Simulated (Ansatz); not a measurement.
HCN, singlet in 6-31G: errors against full CI

Geometry: a point of a stretch scan, not a stationary point.

```xyz
3

N     0.0000    0.0000    1.7889
C     0.0000    0.0000   -0.3601
H     0.0000    0.0000   -1.4288
```

Basis 6-31G; Ansatz 0.2.0. Correlated methods freeze the noble-gas cores, which leaves 10 electrons in 18 orbitals. R marks a restricted (for open shells ROHF) determinant, U an unrestricted one. Active spaces: pair = (2e, 2o) about the gap; valence = (10e, 9o) chosen from the atoms' valence shells.

Full CI is exact within this basis and frozen core; it isn't the basis-set limit. The frozen core follows each run's orbitals, which can shift R against U totals by a few meV.

Unrestricted rows (U) aren't spin-pure: their determinants' ⟨S²⟩ exceeds S(S+1) by up to 2.76, so they mix in states of higher spin. Coupled cluster chose its determinant by a search with trial CCSD, here up to 0.59 eV above the lowest Hartree–Fock solution of its kind.

The R cluster runs have T1 = 0.219 on a determinant 0.59 eV above the lowest RHF solution, too large to trust, so RMP2, RCCSD, RCCSD(T), RCCSDT(Q), RCCSDT aren't compared. BCCD(T) turns its orbitals far from the restricted determinant (T1 = 0.219 for the singles of that rotation), so its spin and state can't be checked, and it isn't compared. Even UCCSDT lies 0.14 eV above full CI, so the series on this determinant hasn't closed: it hasn't shed the higher spins in its determinant (⟨S²⟩ = 2.76). RHF is unstable: UHF (⟨S²⟩ = 2.76) lies 7.46 eV below the lowest RHF solution. Higher spins weren't run at this geometry and may lie near or lower.

```
UHF ⟨S²⟩                          : 2.756
T1 diagnostic (RCCSD)             : 0.2188
largest doubles amplitude (RCCSD) : 0.382
```

| level | E − E(determinant under the R cluster runs) (eV) |
| --- | --- |
| UHF | -8.0523 |
| UMP2 | -9.8611 |
| UCCSD* | -10.7011 |
| UCCSD(T)* | -10.7950 |

Task: Estimate how far full CI in 6-31G lies from UCCSD(T). The table doesn't fix it; the size of (T) and the diagnostics are the guide.

Result: Full CI in 6-31G lies 257 meV below UCCSD(T), which is 273 % of the (T) step (-94 meV). More than one determinant leads, and the rest is a large part of (T). The miss exceeds 1 kcal/mol.

The other levels:

```json
{"level": "UCCSDT*", "E − E(full CI) (meV)": "138", "share of correlation (%)": "98.75", "wall time": "–"}
{"level": "UCCSDT(Q)*", "E − E(full CI) (meV)": "117", "share of correlation (%)": "98.95", "wall time": "5 s"}
{"level": "RCCSDTQ*", "E − E(full CI) (meV)": "-78", "share of correlation (%)": "100.71", "wall time": "21 s"}
{"level": "CASSCF (valence space)", "E − E(full CI) (meV)": "1857", "share of correlation (%)": "83.20", "wall time": "–"}
{"level": "NEVPT2 (valence space)", "E − E(full CI) (meV)": "526", "share of correlation (%)": "95.24", "wall time": "3.5 s"}
{"level": "MRCISD (valence space)", "E − E(full CI) (meV)": "77", "share of correlation (%)": "99.30", "wall time": "–"}
{"level": "MRCISD+Q (valence space)", "E − E(full CI) (meV)": "24", "share of correlation (%)": "99.79", "wall time": "6.5 s"}
```

An asterisk marks runs whose energy the program itself flagged as in doubt.

The correlation energy at full CI, counted from the determinant under the R cluster runs, is -11.052 eV. That run took 2.6 min on 1 thread of Arm Neoverse V1, shared host over 18,367,552 determinants.

Run but not shown, since their state, orbitals or frozen core can't be matched to the reference's or they repeat it: RHF, RMP2, CISD, RCCSD, RCCSD(T), BCCD(T), RCCSDT, CISDTQ, RCCSDT(Q), CASSCF (pair space), NEVPT2 (pair space), MRCISD (pair space), MRCISD+Q (pair space).

Times hold each run's SCF and search for its determinant on a shared host, so for small cases they say little of a method's own cost; they ran on 1 thread of Arm Neoverse V1.

More than 5 meV below full CI, which no variational method can be: RCCSDTQ.

The full-CI state has the irrep A1 of C2v, in the program's axes (one component, if the state is degenerate).

Natural occupations of full CI about the gap: 1.982 1.970 1.675 1.347 1.347 0.643 0.643 0.323 0.022 0.011; effectively unpaired electrons, Σ n²(2−n)², 3.67. No single determinant describes this state well, so single-reference rows can miss without a flag.
